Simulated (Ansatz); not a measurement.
fcc Cu, treated with r²SCAN (plane waves, PAW; Ansatz, a quantum-chemistry and plane-wave program).

Settings: plane-wave cutoff 500 eV, 34×34×34 k mesh, Fermi–Dirac smearing 0.1 eV, no spin polarisation, scalar-relativistic PAW data made under PBE.

Computed at the level's own relaxed cell.

Question: What does this level give for the volume per atom and lattice constant a?

Answer: 
* **volume per atom**: 11.44 Å³/atom
* **lattice constant a**: 3.577 Å

Measured, for comparison: equilibrium volume per atom 11.62 Å³/atom, lattice constant a 3.595 Å (low-temperature or extrapolated to 0 K; zero-point anharmonic expansion removed; as tabulated in Csonka et al. (2009), arXiv:0903.4037). Computed (rounded) less measured: equilibrium volume per atom -1.5 %, lattice constant a -0.5 %.

The result took very roughly 90 core-seconds.
